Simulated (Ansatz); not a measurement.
Results of PBE+U (ortho-atomic projectors) in Ansatz (PAW) for rutile MnF2.

Settings: plane-wave cutoff 520 eV, 8×8×10 k mesh (along the axes of the cell as run), Fermi–Dirac smearing 0.01 eV, U_eff Mn 3.9 eV, spin-polarised with opposed moments, scalar-relativistic PAW data made under PBE.

Starting structure:

```yaml
crystal:
  lattice:
    - [4.87000, 0.00000, 0.00000]
    - [0.00000, 4.87000, 0.00000]
    - [0.00000, 0.00000, 3.31000]
  atoms:
    - { symbol: Mn, position: [0.00000, 0.00000, 0.00000] }
    - { symbol: Mn, position: [0.50000, 0.50000, 0.50000] }
    - { symbol: F, position: [0.30500, 0.30500, 0.00000] }
    - { symbol: F, position: [0.80500, 0.19500, 0.50000] }
    - { symbol: F, position: [0.19500, 0.80500, 0.50000] }
    - { symbol: F, position: [0.69500, 0.69500, 0.00000] }
```

Question: Into what structure does the relaxation of cell and atoms lead at this level, with the symmetry of the start kept?

Answer: The volume grows by 6.4 %; final space group P4_2/mnm.
```yaml
crystal:
  lattice:
    - [4.98448, 0.00000, 0.00000]
    - [0.00000, 4.98448, 0.00000]
    - [0.00000, 0.00000, 3.36299]
  atoms:
    - { symbol: Mn, position: [0.00000, 0.00000, 0.00000] }
    - { symbol: Mn, position: [0.50000, 0.50000, 0.50000] }
    - { symbol: F, position: [0.30503, 0.30503, 0.00000] }
    - { symbol: F, position: [0.80503, 0.19497, 0.50000] }
    - { symbol: F, position: [0.19497, 0.80503, 0.50000] }
    - { symbol: F, position: [0.69497, 0.69497, 0.00000] }
```

Ansatz is a quantum-chemistry and plane-wave program.
